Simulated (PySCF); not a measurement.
Consider 2-methylthiazole, `Cc1nccs1` (C4H5NS). Atom numbers as in the mapped SMILES `[CH3:1][c:2]1[n:3][cH:4][cH:5][s:6]1`. These are map numbers, not IUPAC locants.

Computed at ωB97X-D3(BJ)/def2-TZVP // PBE0-D3(BJ)/def2-SVP with PySCF (density fitting, grid level 2). Thermal corrections: PBE0-D3(BJ)/def2-SVP frequencies, unscaled, ideal gas at 298.15 K and 1 bar, quasi-RRHO entropy.

Q: Rank these of its sites by proton affinity, highest first.
A. C5 (aromatic carbon)
B. S6 (ring sulfur)
C. N3 (pyridine-type nitrogen)

A: C (939 kJ/mol), A (830 kJ/mol), B (730 kJ/mol).

Q: For C5 (aromatic carbon), what are ΔE (electronic) and ΔG(298 K) of removing the proton again?

A: ΔE = 851 and ΔG = 798 kJ/mol, beside ΔH = 830 kJ/mol. The protonated species is `CC1=[S+]CC=N1`.

Q: Of those listed, which site of protonation is favoured in dichloromethane (IEF-PCM), and by how much?

A: N3 (pyridine-type nitrogen), by 108 kJ/mol over C5 (aromatic carbon); the gas phase favours the same one.
